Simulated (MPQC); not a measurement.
# One shape, several levels: PH3 (phosphine)

Aim: a comparison of 6 runs (HF/STO-3G, HF/3-21G, HF/6-31G*, HF/cc-pVDZ, PBE/def2-SVP, MP2/def2-SVP) of PH3 (phosphine). 

Program for the calculation: MPQC 2.3.1.

3 further runs of the same task are left out: 1 that didn't finish, 2 set aside as unsound or not needed.

## (1) The structure to begin with

The species is PH3 (4 atoms), meant as a singlet with charge 0. SMILES: `P`. Geometry: relaxed at PBE0-D4/def2-TZVP.

Bond lengths: P1–H2 1.420 Å, P1–H3 1.420 Å, P1–H4 1.420 Å. Angles: H2–P1–H3 93.1°, H2–P1–H4 93.1°, H3–P1–H4 93.1°.

## (2) Energy and forces at HF/STO-3G (run 1)

File mol.in:

```
% H3P
molecule<Molecule>: (
    symmetry = c1
    unit = bohr
    { atoms geometry } = {
        P  [ 0.65384524  -0.61699558  -0.62890085 ]
        H  [ 1.19222821  -0.06425069   1.94074873 ]
        H  [ -1.90011962  -1.25288842  -0.10809233 ]
        H  [ 0.05423514   1.93413469  -1.20356657 ]
    }
)
basis<GaussianBasisSet>: (
    name = "STO-3G"
    molecule = $:molecule
    basisdir = "."
    puream = yes
)
mpqc: (
    checkpoint = no
    savestate = no
    restart = no
    do_energy = yes
    do_gradient = yes
    optimize = no
    mole<CLHF>: (
        molecule = $:molecule
        basis = $:basis
        total_charge = 0
        memory = 1000000000
        print_evals = yes
        print_npa = yes
        maxiter = 120
        value_accuracy = 1e-08
        guess_wavefunction<CLHF>: (
            molecule = $:molecule
            total_charge = 0
            memory = 1000000000
            value_accuracy = 1e-3
            basis<GaussianBasisSet>: (
                name = "MINI (Huzinaga)"
                molecule = $:molecule
            )
        )
    )
)
```

The basis set STO-3G is read from a file made from the Basis Set Exchange's data (not shown).

On the command line:

```sh
$ mpqc mol.in > mol.out
```

Standard output:

```text
MPQC: Massively Parallel Quantum Chemistry
[...]
  LUMO is    10   A =   0.471113
  total scf energy = -338.6336401788
[...]
Value of the MolecularEnergy: -338.6336401788
  Gradient of the MolecularEnergy:
      1    0.0240413435
      2   -0.0226703294
      3   -0.0231649832
      4    0.0042282207
      5    0.0052153317
      6    0.0227714945
      7   -0.0226343652
      8   -0.0051231121
      9    0.0049676826
     10   -0.0056351990
     11    0.0225781097
     12   -0.0045741939
[...]
      symmetry = c1
[...]
```

Run time: 0.1 s. Hardware: 1 thread of Arm Neoverse V1, shared host.

## (3) Energy and forces at HF/3-21G (run 2)

File job.in:

```
molecule<Molecule>: (
    symmetry = c1
    unit = bohr
    { atoms geometry } = {
        P  [ 0.65384524    -0.61699558    -0.62890085 ]
        H  [ 1.19222821    -0.06425069     1.94074873 ]
        H  [ -1.90011962    -1.25288842    -0.10809233 ]
        H  [ 0.05423514     1.93413469    -1.20356657 ]
    }
)
basis<GaussianBasisSet>: (
    name = "3-21G"
    molecule = $:molecule
    basisdir = "."
    puream = yes
)
mpqc: (
    checkpoint = no
    savestate = no
    restart = no
    do_energy = yes
    do_gradient = yes
    optimize = no
    mole<CLHF>: (
        molecule = $:molecule
        basis = $:basis
        total_charge = 0
        memory = 1000000000
        print_evals = yes
        print_npa = yes
        maxiter = 120
        value_accuracy = 1e-08
        guess_wavefunction<CLHF>: (
            molecule = $:molecule
            total_charge = 0
            memory = 1000000000
            value_accuracy = 1e-3
            basis<GaussianBasisSet>: (
                name = "STO-3G"
                molecule = $:molecule
            )
        )
    )
)
```

The basis set 3-21G is read from a file made from the Basis Set Exchange's data (not shown).

On the command line:

```sh
$ mpqc -o job.out job.in
```

Standard output:

```text
MPQC: Massively Parallel Quantum Chemistry
[...]
  LUMO is    10   A =   0.177941
  total scf energy = -340.7037596601
[...]
Value of the MolecularEnergy: -340.7037596601
  Gradient of the MolecularEnergy:
      1    0.0043919420
      2   -0.0041326732
      3   -0.0042502129
      4   -0.0046638131
      5    0.0019904298
      6   -0.0024959717
      7    0.0023414726
      8    0.0046735376
      9    0.0021422458
     10   -0.0020696015
     11   -0.0025312942
     12    0.0046039388
[...]
      symmetry = c1
[...]
```

Wall time 0.12 s (1 thread of Arm Neoverse V1, shared host).

Runs 3 to 5 aren't shown in full; the table further down has their settings and results.

## (4) Energy and forces at MP2/def2-SVP (run 6)

File input.in:

```
% emacs should use -*- KeyVal -*- mode
molecule<Molecule>: (
  symmetry = c1
  unit = angstrom
  { atoms geometry } = {
    P  [ 0.346000    -0.326500    -0.332800 ]
    H  [ 0.630900    -0.034000     1.027000 ]
    H  [ -1.005500    -0.663000    -0.057200 ]
    H  [ 0.028700     1.023500    -0.636900 ]
  }
)
basis<GaussianBasisSet>: (
  name = "def2-SVP"
  molecule = $:molecule
  basisdir = "."
  puream = yes
)
mpqc: (
  checkpoint = no
  savestate = no
  restart = no
  do_energy = yes
  do_gradient = yes
  optimize = no
  mole<MBPT2>: (
    molecule = $:molecule
    basis = $:basis
    memory = 1000000000
    method = mp
    nfzc = 5
    reference<CLHF>: (
      molecule = $:molecule
      basis = $:basis
      total_charge = 0
      memory = 1000000000
      print_evals = yes
      maxiter = 120
      value_accuracy = 1e-08
      guess_wavefunction<ExtendedHuckelWfn>: (
        molecule = $:molecule
        total_charge = 0
        multiplicity = 1
        basis<GaussianBasisSet>: (
          name = "STO-3G"
          molecule = $:molecule
        )
      )
    )
  )
)
```

The basis set def2-SVP is read from a file made from the Basis Set Exchange's data (not shown).

On the command line:

```sh
$ mpqc input.in > input.out
```

Standard output:

```text
MPQC: Massively Parallel Quantum Chemistry
[...]
  CLSCF::init: total charge = 0
[...]
  nbasis = 33
[...]
  iter     1 energy = -341.1220697888 delta = 2.17586e-01
[...]
  LUMO is    10   A =   0.179361
  total scf energy = -342.3635043050
[...]
  MP2 correlation energy [au]:         -0.133030896000
  MP2 energy [au]:                   -342.496535200977
[...]
Value of the MolecularEnergy: -342.4965352010
  Gradient of the MolecularEnergy:
      1    0.0025564000
      2   -0.0024004726
      3   -0.0024840606
      4   -0.0003943269
      5    0.0007143808
      6    0.0014037508
      7   -0.0014084937
      8    0.0003164232
      9    0.0007274892
     10   -0.0007535794
     11    0.0013696687
     12    0.0003528206
[...]
        symmetry = c1
[...]
```

It took 0.78 s on 1 thread of Arm Neoverse V1, shared host.

## (5) All runs side by side

```
run                            level   starting guess  integration grid  energy (Eh)  HOMO energy (eV)  LUMO energy (eV)  HOMO–LUMO gap (eV)  wall time
  1                        HF/STO-3G  MINI (Huzinaga)                 –  -338.633640             -8.16             12.82               20.98      0.1 s
  2                         HF/3-21G           STO-3G                 –  -340.703760            -10.57              4.84               15.41     0.12 s
  3  HF/6-31G* (spherical functions)           STO-3G                 –  -342.445831            -10.57              4.48               15.06     0.22 s
  4                       HF/cc-pVDZ           STO-3G                 –  -342.470309            -10.54              4.68               15.21     0.91 s
  5                     PBE/def2-SVP    huckel STO-3G             xfine  -342.860880             -6.53              0.35                6.88      7.2 s
  6                     MP2/def2-SVP    huckel STO-3G                 –  -342.496535            -10.55              4.88               15.43     0.78 s
```

## (6) What came out

| quantity | value |
| --- | --- |
| run 6: total energy | -342.49654 Eh |
| run 6: HOMO energy (Hartree–Fock orbitals) | -10.55 eV |
| run 6: LUMO energy (Hartree–Fock orbitals) | 4.88 eV |
| run 6: HOMO–LUMO gap (Hartree–Fock orbitals) | 15.43 eV |
| run 6: correlation energy (5 core orbitals frozen) | -133.0 mEh |
| run 6: largest force on an atom | 0.221 eV/Å |

What this shows: Over runs 1, 2, 3, 4, 5 the HOMO–LUMO gap runs from 6.88 eV (PBE/def2-SVP) to 20.98 eV (HF/STO-3G). The two ends differ in method and basis. In run 1 the basis is minimal, so the values are rough. All runs together took 9.3 s, the longest 7.2 s.
